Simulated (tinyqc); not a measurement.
Stretching all distances: RHF, UHF, MP2, CISD and CCSD against full CI in the sto-3g basis, for H2O, spin multiplicity 1. Computed by the program tinyqc with PySCF. All coordinates are multiplied by the scale. c0^2 is the weight of the RHF determinant in the lowest singlet FCI state (UHF is spin-contaminated and may lie near states of higher spin) and n(LUMO) the first natural occupation beyond the occupied space.

Geometry (angstrom):
```
atom       x        y       z
O     0.0000   0.0000  0.0000
H     0.0000   0.7150  0.5510
H     0.0000  -0.7090  0.5470
```

Full CI energy (hartree) and errors against it (kcal/mol):
```
scale  distance 1-2 (angstrom)     E(FCI)      RHF     UHF     MP2    CISD    CCSD  <S^2> UHF   c0^2  n(LUMO)
0.940                    0.849  -74.94218   23.168  23.168   6.038   0.213   0.047      0.000  0.984    0.017
1.150                    1.038  -75.02047   37.709  37.709  11.185   0.724   0.102      0.000  0.964    0.037
1.580                    1.426  -74.90234   90.998  67.266  31.143   6.539   0.535      0.956  0.848    0.166
1.800                    1.625  -74.83492  131.547  45.652  45.665  14.935   0.365      1.516  0.736    0.299
2.010                    1.814  -74.78918  177.187  25.158  60.009  26.860  -2.408      1.766  0.603    0.462
```

Estimate the missing row, scale = 1.37.

Computed row:
```
scale  distance 1-2 (angstrom)     E(FCI)     RHF     UHF     MP2   CISD   CCSD  <S^2> UHF   c0^2  n(LUMO)
1.370                    1.237  -74.97397  60.683  60.683  19.763  2.435  0.263      0.000  0.920    0.084
```

UHF parts from RHF first at scale 1.58 of those listed, where <S^2> leaves zero. The weight c0^2 goes from 0.98 to 0.60 and n(LUMO) from 0.02 to 0.46: static correlation grows as the bonds break into open-shell fragments. The spread of the error along the curve, which distorts its shape, is CCSD 2.9, CISD 26.6, UHF 44.1, MP2 54.0, RHF 154.0 kcal/mol. Below FCI somewhere: CCSD, as non-variational methods may be. The table stops here: at scale 2.23 and beyond, the reference weight falls under 0.45 or RHF, UHF or CCSD hop between solutions, so those rows were left out and the spreads given cover only the rows shown. As computed, partly on other solutions, the errors there reach in size RHF 228, UHF 12, MP2 86, CISD 44, CCSD 7 kcal/mol.
